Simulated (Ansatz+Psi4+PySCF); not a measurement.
doublet NaH₂O: levels of theory in one basis

```yaml
atoms:
  - { symbol: Na, position_ang: [0.0000, 0.0000, 0.0000] }
  - { symbol: O, position_ang: [0.4278, 2.1018, -0.9602] }
  - { symbol: H, position_ang: [0.4464, 2.9505, -0.5014] }
  - { symbol: H, position_ang: [0.6185, 2.2816, -1.8890] }
```

Basis set: cc-pVTZ on H, O; cc-pCVTZ on Na (spherical functions). Frozen core: 2 orbitals. Correlation on ROHF uses semicanonical orbitals with singles. Charge 0, multiplicity 2.

Computed with Ansatz (development build ahead of 0.2.0) and Psi4 1.11; each method stands on the lowest determinant of its kind that the runs found.

| method | E − E(ROHF) (eV) | <S²> of the determinant |
| --- | --- | --- |
| ROHF | 0.00 | 0.75 |
| UHF | 0.00 | 0.75 |
| ROHF-MP2 | -14.42 | – |
| UHF-MP2 | -14.42 | 0.75 |
